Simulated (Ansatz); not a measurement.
bcc Ta was calculated with r²SCAN+SOC (plane waves, PAW; Ansatz, a quantum-chemistry and plane-wave program).

Run with plane-wave cutoff 600 eV, 28×28×28 k mesh, Fermi–Dirac smearing 0.058 eV (set by the program), PAW data made under PBE.

Computed at the level's own relaxed cell.

Q: Estimate the Voigt–Reuss–Hill bulk modulus, elastic constant C44, Poisson ratio, elastic constant C11 and elastic constant C12 that the calculation returns.

A: 
- Voigt–Reuss–Hill bulk modulus = 201 GPa
- elastic constant C44 = 77.7 GPa
- Poisson ratio = 0.353
- elastic constant C11 = 270 GPa
- elastic constant C12 = 167 GPa

Measured, for comparison: elastic constant C44 87.4 GPa, elastic constant C11 266 GPa, elastic constant C12 158 GPa (0 K, extrapolated to 0 K; zero-point effects included; as tabulated in Wang et al. (2022), arXiv:2209.12322). Computed (rounded) less measured: elastic constant C44 -11 %, elastic constant C11 +2 %, elastic constant C12 +6 %.

Note: shear constants of such metals converge slowly with the k mesh.

Elastic constants are with the ions relaxed.

The computed numbers hold no vibrational or temperature effects.
